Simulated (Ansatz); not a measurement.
1T (CdI2-type) ZrSe2: LDA at its full settings (plane-wave cutoff 520 eV, 12×12×6 k mesh (along the axes of the cell as run), Fermi–Dirac smearing 0.01 eV, scalar-relativistic PAW data made under PBE) and at cheaper ones, in a cell of 3 atoms with Γ-centred meshes.

| level and setting | equilibrium lattice constant a (Å) | lattice parameter c (Å) | bulk modulus (GPa) |
|---|---|---|---|
| LDA (Ansatz) | 3.694 | 5.948 | 33.0 |
| LDA (2×2×2 k mesh) (Ansatz) | … | … | … |

### Question
Estimate the withheld entries.

### Answer

- LDA (2×2×2 k mesh) (Ansatz, a quantum-chemistry and plane-wave program), equilibrium lattice constant a (Å): 3.929
- LDA (2×2×2 k mesh) (Ansatz), lattice parameter c (Å): 6.224
- LDA (2×2×2 k mesh) (Ansatz), bulk modulus (GPa): 13.4

Largest shifts from the full settings: lattice constant a +6.36 % (LDA (2×2×2 k mesh)), against a difference of -2.02 % of the full result from the reference 3.77 Å (measured, temperature not stated, not corrected to a static lattice; as tabulated in Björkman (2014), arXiv:1406.2436); lattice parameter c +4.64 % (LDA (2×2×2 k mesh)), against a difference of -2.84 % of the full result from the reference 6.122 Å (measured, temperature not stated, zero-point anharmonic expansion removed (computed with revB86b-DF2); no thermal correction; as tabulated in Björkman (2014), arXiv:1406.2436); bulk modulus -59 % (LDA (2×2×2 k mesh)).

The full settings aren't shown to be converged themselves.

Caveats: LDA has no dispersion term either, though it tends to give short spacings of layers, chains or molecules (LDA, LDA (2×2×2 k mesh)); for a layered or molecular solid the relaxed cell lies over 5 % above the published volume, where the minimum can be shallow (LDA (2×2×2 k mesh)). Ansatz's density-functional and Hartree–Fock values are scalar-relativistic unless marked +SOC, with PAW data made under PBE.

Run with cheap settings on purpose, which may leave them unconverged: LDA (2×2×2 k mesh).
